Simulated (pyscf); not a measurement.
This saddle point was located with ωB97X-D3(BJ)/def2-SVP in PySCF.

```xyz
16

C     -1.7334     1.5652    -0.1284
Ga    -0.7593    -0.2577     0.6816
C     -0.5539    -1.4295    -0.8874
H     -2.4657     0.8394    -0.5258
H     -2.2252     2.1317     0.6732
H     -1.4936     2.2295    -0.9667
H     -1.6396    -0.4371     1.9594
H     -1.5320    -1.7009    -1.3171
H      0.0315    -0.9245    -1.6734
H     -0.0301    -2.3630    -0.6268
C      0.3287     1.7470     0.4256
C      1.0082     0.7068     1.1402
H      0.0007     2.6443     0.9553
H      0.6196     1.9243    -0.6125
H      1.8322     0.2073     0.6219
H      1.1269     0.8309     2.2203
```
Charge 0, spin multiplicity 1.

Surface: singlet, charge 0. Lowest wavenumbers (cm⁻¹): 533i, 115, 116, 142, 177.

Task: What reaction is this the transition state of?

Result: H₃C–GaH–CH₃ + H₂C=CH₂ ⇌ H₃C–CH₂–CH₂–GaH–CH₃, an addition across a multiple bond or ene-type step read from left to right: C–Ga broken and C–C, C–Ga formed. At ωB97M-D3(BJ)/def2-TZVP it lies +24.0 kcal/mol from the left side and +46.9 kcal/mol from the right (each side as separated species at their lowest minima found). On the reactant side the descent ends in a bound adduct (not fully relaxed), 10.1 kcal/mol under the separated species and 31.5 kcal/mol under the saddle at ωB97X-D3(BJ)/def2-TZVP. At the saddle there is also a short C–Ga contact that neither side keeps. At ωB97X-D3(BJ) the barrier from the zero used here is 21.4 kcal/mol. The same reactants have a lower exit, to H₃C–CH₂–Ga(CH₃)–CH₃ (barrier +8.8 kcal/mol at ωB97M-D3(BJ), against +24.0 kcal/mol here). H₃C–CH₂–CH₂–GaH–CH₃ lies 6.7 kcal/mol over its isomer H₃C–CH₂–Ga(CH₃)–CH₃ (electronic energy, ωB97M-D3(BJ)). This is the saddle that the search found; another between the same sides may lie lower. Elements up to Kr have no core potential and no relativistic terms here.
